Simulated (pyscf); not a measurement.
Thermochemistry of product channels of `[CH3][GaH2]` + `[ClH]` on the singlet surface, in eV, from ωB97M-D3(BJ)/def2-TZVP energies (ideal gas, 1 atm, RRHO with modes under 100 cm⁻¹ raised to 100, one conformer, R ln 2 for chiral ones without a mode under 150 cm⁻¹). Optimised with ωB97X-D3(BJ)/def2-SVP in PySCF.

```
products                     ΔE  ΔH(298 K)  ΔG(600 K)  ΔG(900 K)
---------------------------  --  ---------  ---------  ---------
`[CH4]` + `[Cl][GaH2]`        …      -1.46      -1.34      -1.25
`[CH3][GaH][Cl]` + `[H][H]`   …      -1.23      -1.14      -1.11
```

Question: Some entries are withheld; supply them.

Answer: 
- `[CH4]` + `[Cl][GaH2]`, ΔE: -1.55
- `[CH3][GaH][Cl]` + `[H][H]`, ΔE: -1.21

These are energies of the channels, which say nothing of barriers. Elements up to Kr have no core potential and no relativistic terms here.
